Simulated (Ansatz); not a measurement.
Species: C₃H₉O, charge 1, singlet. C3H9O+ (SMILES CC[OH+]C).
B3LYP-D3(BJ)/def2-TZVP minimum from Ansatz (a first-principles code):
```
C
H 1 1.0864
H 1 1.0888 2 110.98
C 1 1.4990 2 113.86 3 -130.58
H 4 1.0893 1 111.73 2 -53.62
H 4 1.0919 5 108.01 1 -118.26
H 4 1.0920 5 110.05 6 -116.55
O 1 1.5238 2 102.63 3 112.70
H 8 0.9737 1 110.65 2 165.96
C 8 1.4854 9 111.90 1 -133.10
H 10 1.0846 8 105.52 9 -170.56
H 10 1.0854 11 111.12 8 -114.47
H 10 1.0871 11 112.19 12 -126.91
```
Charge +1, spin multiplicity 1.

Total energies in cc-pVDZ, 26 correlated electrons, 4 frozen orbitals. UHF or UKS for unpaired electrons; spin-orbit terms are left out. Cores are frozen in correlated methods. No relativity.

```json
[
 {"method": "HF", "program": "Ansatz", "energy (Eh)": "-193.44715", "minus CCSDT(Q) (mEh)": "689.73"},
 {"method": "MP2", "program": "Ansatz", "energy (Eh)": "-194.06212", "minus CCSDT(Q) (mEh)": "74.76"},
 {"method": "CCSD", "program": "Ansatz", "energy (Eh)": "-194.11749", "minus CCSDT(Q) (mEh)": "19.40"},
 {"method": "CCSD(T)", "program": "Ansatz", "energy (Eh)": "-194.13475", "minus CCSDT(Q) (mEh)": "2.13"},
 {"method": "CCSDT(Q)", "program": "Ansatz", "energy (Eh)": "-194.13688", "minus CCSDT(Q) (mEh)": "0.00"}
]
```

Rough core times of Ansatz's runs on a shared machine: CCSD(T) under 20 s, CCSDT(Q) 80 min.
